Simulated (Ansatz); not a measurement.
# [NH₂···H···H], doublet: the ladder up to full CI

Geometry: a point of a hydrogen-transfer path between rigid fragments, not a stationary point.

```xyz
5

N    -0.1741   -0.0316   -0.0492
H    -0.4714    0.9362   -0.0492
H    -0.4714   -0.4339    0.8311
H     1.2729   -0.0316   -0.0492
H     2.0899   -0.0316   -0.0492
```

Basis 6-31G; Ansatz 0.2.0. Correlated methods freeze the noble-gas cores, which leaves 9 electrons in 16 orbitals. R marks a restricted (for open shells ROHF) determinant, U an unrestricted one. Active spaces: pair = (3e, 3o) about the gap; valence = (9e, 8o) chosen from the atoms' valence shells.

Full CI is exact within this basis and frozen core; it isn't the basis-set limit. The frozen core follows each run's orbitals, which can shift R against U totals by a few meV.

For open shells CISD and CISDTQ are restricted-active-space CI with the open shells as a complete middle space.

```
UHF ⟨S²⟩                          : 0.771
T1 diagnostic (RCCSD)             : 0.0347
largest doubles amplitude (RCCSD) : 0.058
T1 diagnostic (UCCSD)             : 0.0187
```

| level | E − E(RHF) (eV) |
| --- | --- |
| UHF | -0.1329 |
| RMP2 | -3.0684 |
| UMP2 | -3.1054 |
| RCCSD | -3.6939 |
| UCCSD | -3.6954 |
| RCCSD(T) | -3.7370 |
| UCCSD(T) | -3.7372 |

(1) Estimate how far full CI in 6-31G lies from RCCSD(T). The table doesn't fix it; the size of (T) and the diagnostics are the guide.

(1) Full CI in 6-31G lies 0.33 kcal/mol below RCCSD(T), which is 33 % of the (T) step (-0.99 kcal/mol). T1 is raised, and the rest is a large part of (T).

The other levels:

```tsv
level	E − E(full CI) (kcal/mol)	share of correlation (%)	wall time
CISD	5.59	93.54	0.36 s
BCCD(T)	0.33	99.62	0.69 s
RCCSDT	0.15	99.83	–
UCCSDT	0.14	99.84	–
CISDTQ	0.17	99.81	3.1 s
RCCSDT(Q)	0.01	99.99	3.6 s
UCCSDT(Q)	0.00	100.00	3.3 s
RCCSDTQ	0.01	99.99	33 s
UCCSDTQ	0.00	100.00	33 s
CASSCF (pair space)	73.82	14.67	–
NEVPT2 (pair space)	13.99	83.82	0.24 s
MRCISD (pair space)	4.44	94.86	–
MRCISD+Q (pair space)	0.40	99.54	0.39 s
CASSCF (valence space)	37.87	56.22	–
NEVPT2 (valence space)	7.63	91.19	1.8 s
MRCISD (valence space)	1.13	98.70	–
MRCISD+Q (valence space)	0.25	99.71	2.6 s
```

The correlation energy at full CI, counted from RHF, is -3.751 eV. That run took 30 s on 1 thread of AMD EPYC 7R43, shared host over 3,977,040 determinants.

Times hold each run's SCF and search for its determinant on a shared host, so for small cases they say little of a method's own cost; they ran on 1 thread of AMD EPYC 7R43.

The full-CI state has the irrep A' of Cs, in the program's axes.

Natural occupations of full CI about the gap: 1.983 1.970 1.967 1.962 0.998 0.033 0.028 0.026 0.014 0.006; effectively unpaired electrons, Σ n²(2−n)², 1.03.
